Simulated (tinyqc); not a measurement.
MP2 on RHF in the sto-3g basis, frozen core, for HF, spin multiplicity 1, step by step. Computed by tinyqc, a small Python program that keeps every step (integrals from PySCF). Settings: charge = 0, multiplicity = 1, basis = sto-3g, method = RHF, frozen orbitals = 1, energy threshold = 1e-10, iteration cap = 80, orthogonalisation = symmetric, start = atomic densities, DIIS depth = 6. Command: `OMP_NUM_THREADS=1 python tinyqc.py 26805 26806 out.jsonl` (the two numbers bound the seeds that draw the settings). One thread of a shared host (Intel(R) Xeon(R) Processor @ 2.60GHz), about 0.3 s of CPU time with the checks. The early iterations of the SCF are left out here.

## One-electron integrals

Geometry (angstrom):
```
atom         x         y         z
F     0.000000  0.000000  0.000000
H     0.000000  0.000000  1.091000
```

Basis sto-3g: exponents (1/bohr^2) and contraction coefficients of normalised primitives:
```
element  l (shell)    exponent  coefficient
F            s (1)  166.679130     0.154329
F            s (1)   30.360812     0.535328
F            s (1)    8.216821     0.444635
F            s (2)    6.464803    -0.099967
F            s (2)    1.502281     0.399513
F            s (2)    0.488588     0.700115
F            p (3)    6.464803     0.155916
F            p (3)    1.502281     0.607684
F            p (3)    0.488588     0.391957
H            s (1)    3.425251     0.154329
H            s (1)    0.623914     0.535328
H            s (1)    0.168855     0.444635
```

Overlap, kinetic and nuclear-attraction integrals over the contracted functions; the nuclear repulsion is the sum of Za Zb / Rab.

nuclear repulsion = 4.36534821 hartree

overlap S:
```
           1F 1s     1F 2s    1F 2px    1F 2py    1F 2pz     2H 1s
1F 1s   1.000000  0.237990  0.000000  0.000000  0.000000  0.032613
1F 2s   0.237990  1.000000  0.000000  0.000000  0.000000  0.341074
1F 2px  0.000000  0.000000  1.000000  0.000000  0.000000  0.000000
1F 2py  0.000000  0.000000  0.000000  1.000000  0.000000  0.000000
1F 2pz  0.000000  0.000000  0.000000  0.000000  1.000000  0.286021
2H 1s   0.032613  0.341074  0.000000  0.000000  0.286021  1.000000
```

kinetic energy T (hartree):
```
            1F 1s      1F 2s    1F 2px    1F 2py    1F 2pz      2H 1s
1F 1s   36.984577  -0.212858  0.000000  0.000000  0.000000  -0.007272
1F 2s   -0.212858   1.037995  0.000000  0.000000  0.000000   0.053967
1F 2px   0.000000   0.000000  3.248015  0.000000  0.000000   0.000000
1F 2py   0.000000   0.000000  0.000000  3.248015  0.000000   0.000000
1F 2pz   0.000000   0.000000  0.000000  0.000000  3.248015   0.156603
2H 1s   -0.007272   0.053967  0.000000  0.000000  0.156603   0.760032
```

nuclear attraction V (hartree):
```
             1F 1s       1F 2s      1F 2px      1F 2py      1F 2pz      2H 1s
1F 1s   -77.494618   -9.292243    0.000000    0.000000   -0.010637  -1.306284
1F 2s    -9.292243  -12.025287    0.000000    0.000000   -0.131203  -3.027833
1F 2px    0.000000    0.000000  -11.907515    0.000000    0.000000   0.000000
1F 2py    0.000000    0.000000    0.000000  -11.907515    0.000000   0.000000
1F 2pz   -0.010637   -0.131203    0.000000    0.000000  -11.982794  -2.214156
2H 1s    -1.306284   -3.027833    0.000000    0.000000   -2.214156  -5.498193
```

core Hamiltonian H = T + V (hartree):
```
             1F 1s       1F 2s     1F 2px     1F 2py     1F 2pz      2H 1s
1F 1s   -40.510042   -9.505101   0.000000   0.000000  -0.010637  -1.313556
1F 2s    -9.505101  -10.987292   0.000000   0.000000  -0.131203  -2.973866
1F 2px    0.000000    0.000000  -8.659501   0.000000   0.000000   0.000000
1F 2py    0.000000    0.000000   0.000000  -8.659501   0.000000   0.000000
1F 2pz   -0.010637   -0.131203   0.000000   0.000000  -8.734779  -2.057553
2H 1s    -1.313556   -2.973866   0.000000   0.000000  -2.057553  -4.738161
```

## Two-electron integrals

Functions are numbered as in S; the eight-fold symmetry (ij|kl) = (ji|kl) = (kl|ij) leaves the list below.

Two-electron integrals (ij|kl) in chemists' order, unique and non-zero (hartree):
```
(11|11) 5.403501   (21|11) 0.841920   (21|21) 0.156299   (22|11) 1.268028
(22|21) 0.292344   (22|22) 0.926167   (31|31) 0.027998   (32|31) 0.043169
(32|32) 0.204588   (33|11) 1.264502   (33|21) 0.292403   (33|22) 0.925959
(33|33) 0.997514   (41|41) 0.027998   (42|41) 0.043169   (42|42) 0.204588
(43|43) 0.053770   (44|11) 1.264502   (44|21) 0.292403   (44|22) 0.925959
(44|33) 0.889973   (44|44) 0.997514   (51|51) 0.027998   (52|51) 0.043169
(52|52) 0.204588   (53|53) 0.053770   (54|54) 0.053770   (55|11) 1.264502
(55|21) 0.292403   (55|22) 0.925959   (55|33) 0.889973   (55|44) 0.889973
(55|55) 0.997514   (61|11) 0.116899   (61|21) 0.021527   (61|22) 0.040038
(61|33) 0.039976   (61|44) 0.039976   (61|51) 0.000880   (61|52) 0.001655
(61|55) 0.040169   (61|61) 0.002995   (62|11) 0.306005   (62|21) 0.071540
(62|22) 0.254037   (62|33) 0.250261   (62|44) 0.250261   (62|51) 0.004881
(62|52) 0.038611   (62|55) 0.261337   (62|61) 0.010005   (62|62) 0.086889
(63|31) 0.007368   (63|32) 0.044117   (63|53) 0.008060   (63|63) 0.012678
(64|41) 0.007368   (64|42) 0.044117   (64|54) 0.008060   (64|64) 0.012678
(65|11) 0.212443   (65|21) 0.050290   (65|22) 0.191145   (65|33) 0.183057
(65|44) 0.183057   (65|51) 0.010363   (65|52) 0.071557   (65|55) 0.207101
(65|61) 0.007318   (65|62) 0.080236   (65|65) 0.086231   (66|11) 0.474315
(66|21) 0.112696   (66|22) 0.462230   (66|33) 0.446874   (66|44) 0.446874
(66|51) 0.009314   (66|52) 0.104625   (66|55) 0.492443   (66|61) 0.015848
(66|62) 0.206099   (66|65) 0.221389   (66|66) 0.774606
```

## Orthogonalisation

S = U s U^T; symmetric (Loewdin) form X = U s^(-1/2) U^T, so that X^T S X = 1.

eigenvalues of S: 0.526750  0.846956  1.000000  1.000000  1.128521  1.497773

X:
```
            1F 1s      1F 2s    1F 2px    1F 2py     1F 2pz      2H 1s
1F 1s    1.022893  -0.129236  0.000000  0.000000  -0.004754   0.017900
1F 2s   -0.129236   1.075933  0.000000  0.000000   0.044025  -0.199850
1F 2px   0.000000   0.000000  1.000000  0.000000   0.000000   0.000000
1F 2py   0.000000   0.000000  0.000000  1.000000   0.000000   0.000000
1F 2pz  -0.004754   0.044025  0.000000  0.000000   1.036048  -0.164275
2H 1s    0.017900  -0.199850  0.000000  0.000000  -0.164275   1.088004
```

## Iteration 7 (converged): orbitals

converged F (hartree):
```
             1F 1s      1F 2s     1F 2px     1F 2py     1F 2pz      2H 1s
1F 1s   -25.906201  -6.624094   0.000000   0.000000  -0.018868  -0.924714
1F 2s    -6.624094  -3.025988   0.000000   0.000000  -0.049343  -0.843781
1F 2px    0.000000   0.000000  -0.462024   0.000000   0.000000   0.000000
1F 2py    0.000000   0.000000   0.000000  -0.462024   0.000000   0.000000
1F 2pz   -0.018868  -0.049343   0.000000   0.000000  -0.269237  -0.495789
2H 1s    -0.924714  -0.843781   0.000000   0.000000  -0.495789  -0.399120
```

Diagonalise F' = X^T F X, C = X C', fill 5 alpha and 5 beta electrons from the bottom; D = 2 C_occ C_occ^T. Each column has its largest component positive (the first on a tie).

F' = X^T F X (hartree):
```
            1          2          3          4          5          6
1  -25.434988  -3.402026   0.000000   0.000000  -0.042753  -0.092685
2   -3.402026  -1.790608   0.000000   0.000000   0.076659  -0.418739
3    0.000000   0.000000  -0.462024   0.000000   0.000000   0.000000
4    0.000000   0.000000   0.000000  -0.462024   0.000000   0.000000
5   -0.042753   0.076659   0.000000   0.000000  -0.128238  -0.488178
6   -0.092685  -0.418739   0.000000   0.000000  -0.488178  -0.056471
```

orbital energies (hartree): MO1 -25.915666, MO2 -1.431378, MO3 -0.531318, MO4 -0.462024, MO5 -0.462024, MO6 0.468059

coefficients C:
```
              MO1        MO2        MO3        MO4       MO5        MO6
1F 1s    0.994880  -0.255063   0.064040   0.000000  0.000000   0.066409
1F 2s    0.021264   0.976151  -0.331563   0.000000  0.000000  -0.391095
1F 2px   0.000000   0.000000   0.000000  -0.171821  0.985128   0.000000
1F 2py   0.000000   0.000000   0.000000   0.985128  0.171821   0.000000
1F 2pz   0.001870   0.046461   0.688737   0.000000  0.000000  -0.791088
2H 1s   -0.004069   0.123183   0.569068   0.000000  0.000000   0.954971
```

D after iteration 7:
```
            1F 1s      1F 2s    1F 2px    1F 2py     1F 2pz      2H 1s
1F 1s    2.117889  -0.498117  0.000000  0.000000   0.068234   0.001951
1F 2s   -0.498117   2.126513  0.000000  0.000000  -0.365933  -0.137047
1F 2px   0.000000   0.000000  2.000000  0.000000   0.000000   0.000000
1F 2py   0.000000   0.000000  0.000000  2.000000   0.000000   0.000000
1F 2pz   0.068234  -0.365933  0.000000  0.000000   0.953043   0.795308
2H 1s    0.001951  -0.137047  0.000000  0.000000   0.795308   0.678058
```

Within a degenerate level the vectors are fixed only up to a rotation; this is one choice.

## Convergence

Stop when the energy changes by less than 1e-10 hartree and every element of the error matrix X^T (F D S - S D F) X is below 3e-06.

Course of the cycle:
```
iteration   E (hartree)     change  largest element of the error matrix
1          -99.24578607          -                             9.95e-01
2          -98.50649310   7.39e-01                             2.80e-01
3          -98.55384087  -4.73e-02                             2.42e-02
4          -98.55438107  -5.40e-04                             3.38e-03
5          -98.55438833  -7.26e-06                             4.81e-05
6          -98.55438833  -1.60e-09                             1.11e-06
7          -98.55438833  -6.68e-13                             6.19e-09
```

PySCF RHF in the same basis = -98.55438833 hartree

Converged in 7 iterations.

## Integrals over molecular orbitals

(pq|rs) = sum C_ip C_jq C_kr C_ls (ij|kl), one index at a time.

one-electron integrals over orbitals h = C^T H C (hartree):
```
            1          2          3          4          5          6
1  -40.492374   0.714651  -0.170240   0.000000   0.000000  -0.181185
2    0.714651  -9.130369   0.544587   0.000000   0.000000   0.971085
3   -0.170240   0.544587  -7.175581   0.000000   0.000000   2.082024
4    0.000000   0.000000   0.000000  -8.659501   0.000000   0.000000
5    0.000000   0.000000   0.000000   0.000000  -8.659501   0.000000
6   -0.181185   0.971085   2.082024   0.000000   0.000000  -6.069414
```

Two-electron integrals over orbitals (pq|rs), unique and non-zero (hartree); the lowest 1 orbital is frozen and left out:
```
(22|22) 0.863064    (32|22) -0.038092   (32|32) 0.147518    (33|22) 0.723233
(33|32) -0.028232   (33|33) 0.715544    (42|42) 0.185818    (43|42) -0.035124
(43|43) 0.040592    (44|22) 0.887449    (44|32) -0.073853   (44|33) 0.713413
(44|44) 0.997514    (52|52) 0.185818    (53|52) -0.035124   (53|53) 0.040592
(54|54) 0.053770    (55|22) 0.887449    (55|32) -0.073853   (55|33) 0.713413
(55|44) 0.889973    (55|55) 0.997514    (62|22) -0.106836   (62|32) -0.063745
(62|33) -0.027418   (62|44) -0.104830   (62|55) -0.104830   (62|62) 0.093082
(63|22) -0.204741   (63|32) 0.090200    (63|33) -0.106887   (63|44) -0.223357
(63|55) -0.223357   (63|62) 0.046817    (63|63) 0.206729    (64|42) -0.035121
(64|43) -0.019176   (64|64) 0.030189    (65|52) -0.035121   (65|53) -0.019176
(65|65) 0.030189    (66|22) 0.659076    (66|32) 0.057615    (66|33) 0.661891
(66|44) 0.638063    (66|55) 0.638063    (66|62) -0.060690   (66|63) -0.020612
(66|66) 0.695883
```

## Second-order Moller-Plesset energy

Hartree-Fock energy = -98.55438833 hartree

E2 = sum_ijab (ia|jb) [2 (ia|jb) - (ib|ja)] / (e_i + e_j - e_a - e_b) over occupied i, j and virtual a, b; the opposite-spin part is (ia|jb)^2 / denominator, the rest is same-spin, and SCS-MP2 scales them by 6/5 and 1/3.

Terms:
```
i  j  a  b   (ia|jb)   (ib|ja)  denominator       term
3  3  6  6  0.206729  0.206729    -1.998754  -0.021382
2  2  6  6  0.093082  0.093082    -3.798873  -0.002281
2  3  6  6  0.046817  0.046817    -2.898814  -0.000756
3  2  6  6  0.046817  0.046817    -2.898814  -0.000756
4  4  6  6  0.030189  0.030189    -1.860166  -0.000490
5  5  6  6  0.030189  0.030189    -1.860166  -0.000490
```

Pair energies (hartree; pair i-j sums ij and ji):
```
pair  opposite spin  same spin
2-2       -0.002281   0.000000
3-2       -0.001512   0.000000
3-3       -0.021382   0.000000
4-4       -0.000490   0.000000
5-5       -0.000490   0.000000
```

MP2 correlation energy = -0.02615454 hartree

SCS-MP2 correlation energy = -0.03138545 hartree

MP2 total energy = -98.58054286 hartree
